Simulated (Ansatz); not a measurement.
# AlH2Si: the cost of one run

Method: def2-QZVPP, core rule «outside noble gas», up to 10 orbitals frozen; program: Ansatz 0.2.0, Gaussian basis.

The runs, in order: UHF; ROHF; CCSD(T) on UHF.

### 1 What is computed

The geometry is a PBE0/def2-TZVP stationary point (not a proven minimum) of the parent state, kept for this charge and spin.

4 atoms, charge 0, spin multiplicity 2.

Atoms are counted from 1 here; the program's logs count them from 0.

Bond lengths: Si1–Al2 2.337 Å, Si1–H3 1.490 Å, Si1–H4 1.490 Å. Angles: Al2–Si1–H3 125.4°, Al2–Si1–H4 125.4°, H3–Si1–H4 109.2°.

Coordinates:

```
Si    0.0000    0.0000    1.0744
Al    0.0000    0.0000   -1.2631
H     0.0000    1.2144    1.9373
H     0.0000   -1.2144    1.9373
```

### 2 UHF

The input, in.yaml:

```yaml
crystal:
  periodic: [false, false, false]
  atoms:
    - {symbol: Si, position_ang: [0.000000, 0.000000, 1.074378]}
    - {symbol: Al, position_ang: [0.000000, 0.000000, -1.263082]}
    - {symbol: H, position_ang: [0.000000, 1.214383, 1.937350]}
    - {symbol: H, position_ang: [0.000000, -1.214383, 1.937350]}
basis:
  gaussian: {orbitals: "def2-QZVPP.json"}
magnetization: {spin_polarized: true, initial_magnetization: 1}
hamiltonian: {xc: hf}
output: {orbitals: {seedname: orbitals}}
```

Started as:

```bash
$ ansatz run in.yaml --threads 1 --pin off --events-out ev --progress --plain --max-ram 2393MiB
```

Q: Estimate wall time and peak memory on 1 thread of Arm Neoverse V1, shared host.

About 27 s, with a peak of 0.48 GiB.
